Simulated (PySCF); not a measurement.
Atom-mapped SMILES (the numbers label the heavy atoms): `[CH:1]#[C:2][CH3:3]`; H(Xn) means a hydrogen on atom n.

How the numbers were obtained: NMR shieldings at B97-2/pcSseg-2/GIAO, structure optimised with PBE0-D3(BJ)/def2-TZVP, J couplings at B3LYP/pcJ-2, in PySCF (equivalent nuclei averaged, a single conformation, no relativistic terms, no solvent).

Referencing at the same level of theory: TMS for $^{1}$H (σref 31.64).

The spectrum was simulated from the full spin Hamiltonian at 500 MHz with 0.8 Hz Lorentzian lines, from shifts rounded to 0.01 ppm and J to 0.1 Hz, couplings under 1 Hz left out.

Q: List the maxima of its $^{1}$H spectrum with integrals.

A: 
```csv
region,integral (H),ppm,Hz,height
1,3,1.854,927.1,97
1,,1.846,923.0,100
2,1,1.392,696.1,9
2,,1.384,692.0,25
2,,1.376,687.9,24
2,,1.368,683.8,8
```

Q: Summarise it as multiplets with assignments.

A: $^{1}$H NMR (500 MHz, computed): δ 1.85 (d, J = 4.1 Hz, 3H, H(C3)), 1.38 (q, J = 4.1 Hz, 1H, H(C1)). These are first-order names; overlap and second-order distortion can hide them in the list.

Multiplet labels drop couplings under 1 Hz and merge nearly equal ones.
